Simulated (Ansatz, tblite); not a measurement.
**The cluster WS₂: one state, many levels**

How do method and basis change the picture of the cluster WS₂ (singlet)?

Program: Ansatz 0.2.0, Gaussian basis. Level of theory: as each input shows. These are calculated values, not measurements.

The runs, in order: GFN1-xTB, GFN2-xTB, PBE-D4/def2-TZVP, r2SCAN-D4/def2-TZVP, B97M-V/def2-TZVP, B3LYP-D4/def2-TZVP, r2SCANh-D4/def2-TZVP, B2PLYP/def2-TZVP, HSE06-D4/def2-TZVP, LC-ωPBE/def2-TZVP, r2SCAN0-D4/def2-TZVP, BLYP-D4/def2-TZVP, ωB97M-V/def2-TZVP, LDA/def2-TZVP, HF/def2-TZVP, revPBE-D4/def2-TZVP, PBE-D4/def2-SVP, PBE0-D4/def2-SVP, PBE0-D4/def2-TZVPD, PBE-D4/def2-TZVPD, r2SCAN-D4/def2-TZVPD, CCSD(T)/def2-TZVPP, MP2/def2-TZVP, RPA/def2-TZVP, MP2/def2-QZVPP, CCSD(T)/def2-TZVPD.

21 further runs of the same task are left out: 20 that didn't finish, 1 set aside as unsound or not needed.

### Step 1. The relaxed structure

The singlet was relaxed beforehand with PBE-D4/def2-TZVP. At that level it is the lowest of the isomers that a small search found.

3 atoms, charge 0, spin multiplicity 1.

Bond lengths: W1–S2 2.104 Å, W1–S3 2.104 Å. Angles: S2–W1–S3 107.1°.

W takes a core potential in the def2 sets. No spin-orbit coupling is included.

PBE0-D4/def2-TZVP was run before; its log isn't repeated, and its numbers join the tables.

### Step 2. GFN1-xTB

Tight binding, by tblite at 300 K electronic temperature and without a spin-polarisation term:

```python
tblite.interface.Calculator('GFN1-xTB', numbers, positions, charge=0, uhf=0).singlepoint()
```

Energy -260.4993 eV, HOMO -9.36 eV, LUMO -9.21 eV; 0.006 s.

### Step 3. GFN2-xTB

Tight binding, by tblite at 300 K electronic temperature and without a spin-polarisation term:

```python
tblite.interface.Calculator('GFN2-xTB', numbers, positions, charge=0, uhf=0).singlepoint()
```

Energy -241.8525 eV, HOMO -11.02 eV, LUMO -10.86 eV; 0.007 s.

### Step 4. PBE-D4/def2-TZVP

start.molden holds the orbitals of an earlier run on this state, given as this run's starting guess.

in.yaml

```yaml
crystal:
  periodic: [false, false, false]
  atoms:
    - {symbol: W, position_ang: [0.826907, 0.100798, 0.013119]}
    - {symbol: S, position_ang: [-0.218560, -1.694948, 0.344406]}
    - {symbol: S, position_ang: [-0.608357, 1.594150, -0.357525]}
basis:
  gaussian: {orbitals: def2-TZVP, initial_orbitals: start.molden}
hamiltonian: {xc: pbe, dispersion: d4}
scf: {omitted_lower_state_checks: [starts]}
output: {orbitals: {seedname: orbitals}}
```

On the command line:

```console
$ ansatz run in.yaml --threads 2 --pin off --events-out ev --progress --plain --max-ram 4352MiB
```

After this run come: r2SCAN-D4/def2-TZVP; B97M-V/def2-TZVP; B3LYP-D4/def2-TZVP; r2SCANh-D4/def2-TZVP; B2PLYP/def2-TZVP; HSE06-D4/def2-TZVP; LC-ωPBE/def2-TZVP; r2SCAN0-D4/def2-TZVP; BLYP-D4/def2-TZVP; ωB97M-V/def2-TZVP; LDA/def2-TZVP; HF/def2-TZVP; revPBE-D4/def2-TZVP; PBE-D4/def2-SVP; PBE0-D4/def2-SVP; PBE0-D4/def2-TZVPD; PBE-D4/def2-TZVPD; r2SCAN-D4/def2-TZVPD; CCSD(T)/def2-TZVPP; MP2/def2-TZVP; RPA/def2-TZVP; MP2/def2-QZVPP; CCSD(T)/def2-TZVPD.

Before running them: what should the planned runs give, taken together? Wanted: gap in def2-TZVP, named functionals and Hartree-Fock, smallest and largest; correlation energy, CCSD(T)/def2-TZVPP; correlation energy, MP2/def2-TZVP; correlation energy, MP2/def2-QZVPP; correlation energy, CCSD(T)/def2-TZVPD; binding an atom, functionals in def2-TZVP; PBE0 total energy, smallest basis above largest.

As calculated:

| quantity | value |
| --- | --- |
| gap in def2-TZVP, named functionals and Hartree-Fock, smallest and largest | 0.47 eV (LDA), 8.11 eV (HF) |
| correlation energy, CCSD(T)/def2-TZVPP | -23.38 eV |
| correlation energy, MP2/def2-TZVP | -20.25 eV |
| correlation energy, MP2/def2-QZVPP | -24.79 eV |
| correlation energy, CCSD(T)/def2-TZVPD | -21.30 eV |
| binding an atom, functionals in def2-TZVP | 3.17 (ωB97M-V) to 4.31 eV (LDA) |
| PBE0 total energy, smallest basis above largest | 7.80 eV (def2-SVP, def2-TZVPD) |

What this shows: Over the named functionals and Hartree-Fock in def2-TZVP the gap runs from 0.47 eV (LDA) to 8.11 eV (HF); exact exchange widens it. Notes on CCSD(T)/def2-TZVPP and its Hartree-Fock reference, which MP2 shares: large T1 diagnostic, restricted state is unstable towards broken spin symmetry.
